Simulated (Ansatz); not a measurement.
Correlation energies of `C/C=C(\O)C=O` by basis set

Z-matrix (Å, degrees):
```
C
C 1 1.482
H 1 1.095 2 110.6
H 1 1.095 2 110.6 3 -117.6
H 1 1.089 2 111.9 3 121.2
C 2 1.335 1 125.5 3 -121.0
H 2 1.085 1 119.4 3 59.0
C 6 1.474 2 121.3 1 -180.0
O 6 1.361 2 122.1 1 0.0
O 8 1.201 6 126.2 2 -0.1
H 8 1.119 6 113.6 2 179.9
H 9 0.962 6 109.4 2 179.9
```

Charge 0, multiplicity 1. All single points use the PBE0-D4/def2-TZVP geometry. It is one conformer, not always the lowest. Frozen core, restricted reference, Ansatz. CBS rows extrapolate triple and quadruple zeta; past MP2 they add the triple-zeta difference.

| basis | HF (Eh) | MP2 corr. |
| --- | --- | --- |
| def2-TZVPP | -304.78091 | -1.11581 |
| def2-QZVPP | -304.79464 | -1.19517 |

(1) Estimate the CCSD correlation energy and the (T) correction in each basis where they were run (hartree).

Results:

(1) 
```json
{"basis": "def2-TZVPP", "CCSD corr.": "-1.14398", "(T)": "-0.05088"}
{"basis": "CBS(def2)", "CCSD corr.": "-1.28213", "(T)": "as TZ"}
```
